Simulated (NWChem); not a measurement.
**Extrapolating the UMP2 correlation energy of Al**

```
Al
```
Charge 0, spin multiplicity 2.

Everything below was run with NWChem.

The correlated methods keep 5 core orbitals frozen. No SCF solution was tested for a lower state. Open-shell Hartree-Fock references start from PBE0 orbitals.

Worked example. The UMP2 correlation energy is -35.85 mHa in cc-pVTZ and -37.92 mHa in cc-pVQZ. The form E(X) = E∞ + A/X³ turns the pair into an estimate of the basis-set limit.

E∞ = (4³·(-37.92) − 3³·(-35.85))/(4³ − 3³) = -39.4 mHa. The larger basis holds 96 % of that. This is a two-point estimate.
